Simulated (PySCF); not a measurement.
Species: C₄H₅O₂ (charge -1).
Structure used (PBE0-D3(BJ)/def2-SVP), in Å, numbered top down from 1:
```
atom  x, y, z in Å
C1     1.928   -0.001   -0.315
C2     0.671    0.456   -0.236
C3    -0.467   -0.162    0.482
C4    -1.788   -0.222   -0.395
O5    -2.478   -1.238   -0.223
O6    -1.978    0.779   -1.111
H7     2.689    0.508   -0.916
H8     2.236   -0.915    0.206
H9     0.379    1.358   -0.790
H10   -0.227   -1.162    0.876
H11   -0.741    0.481    1.341
```

The closed-shell ground state was solved at several levels (PySCF, density fitting, gas phase, non-relativistic). The geometry's basis has no diffuse functions, a weakness for an anion. No diffuse functions stand in pcJ-1 and pcSseg-1, which bears on an anion's orbital energies.

```json
{"level": "B3LYP/pcJ-1", "basis functions": "212", "total energy (Eh)": "-305.9328", "HOMO (eV)": "-0.94", "LUMO (eV)": "4.22", "gap (eV)": "5.16"}
{"level": "PBE0/pcSseg-1", "basis functions": "127", "total energy (Eh)": "-305.5404", "HOMO (eV)": "-1.21", "LUMO (eV)": "4.43", "gap (eV)": "5.64"}
```

(1) What might PBE0/def2-SVPD (166 basis functions) give for the same quantities?

(2) Over all these levels, which gives the widest orbital gap and which the narrowest?

Answers

(1) Total energy -305.3726 Eh, HOMO -1.64 eV, LUMO 4.11 eV, gap 5.75 eV.

(2) PBE0/def2-SVPD (global hybrid, 25 % exact exchange) has the widest, 5.75 eV, and B3LYP/pcJ-1 (global hybrid, 20 % exact exchange) the narrowest, 5.16 eV. Functional and basis both differ between the two, so the spread mixes both effects.

One conformer stands for the species.
